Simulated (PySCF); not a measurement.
**SMILES C#N, CHN**

Molfile (atoms numbered from 1):
```
CHN
     RDKit          3D

  3  2  0  0  0  0  0  0  0  0999 V2000
   -0.0279   -0.0024   -0.0048 C   0  0  0  0  0  0  0  0  0  0  0  0
    1.1256    0.0199   -0.0119 N   0  0  0  0  0  0  0  0  0  0  0  0
   -1.1071   -0.0232    0.0018 H   0  0  0  0  0  0  0  0  0  0  0  0
  1  2  3  0
  1  3  1  0
M  END
```

Computed, not measured: GIAO B3LYP/def2-QZVP magnetisability, rotational g tensor and spin-rotation constants, non-relativistic, gas phase in PySCF 2.14.0. Geometry: PBE0-D3(BJ)/def2-SVP.

(1) What are the magnetisability and the molar susceptibility?

(2) Split it along the inertial axes a, b, c into diamagnetic and paramagnetic parts about the centre of mass, with the quadrupole moment.

(3) And the rotational g tensor?

Answers

(1) Isotropic -270 × 10⁻³⁰ J/T², or -16.3 × 10⁻⁶ cm³/mol; principal values -347, -232, -232 × 10⁻³⁰ J/T², anisotropy 115 × 10⁻³⁰ J/T² (root of half the summed squared differences of the principal values). The susceptibility is in cgs units.

(2) 
```csv
axis,χ (10⁻⁶ cm³/mol),diamagnetic (10⁻⁶ cm³/mol),paramagnetic (10⁻⁶ cm³/mol),summed x² of all electrons (Å²),quadrupole Θ (D Å)
a,-20.9,-20.9,0.0,9.0,+2.37
b,-14.0,-48.7,34.7,2.5,-1.18
c,-14.0,-48.7,34.7,2.5,-1.18
```
Anisotropies 2χaa − χbb − χcc = -13.9 and 2χbb − χaa − χcc = +6.9 × 10⁻⁶ cm³/mol. Θ is traceless in Buckingham's convention.

(3) 
```
axis  rotational constant (GHz)        g  nuclear part  electronic part
   b                    44.2966  -0.1011        0.6210          -0.7221
   c                    44.2966  -0.1011        0.6210          -0.7221
```
Linear; isotopes 12C, 1H, 14N; no vibrational averaging.
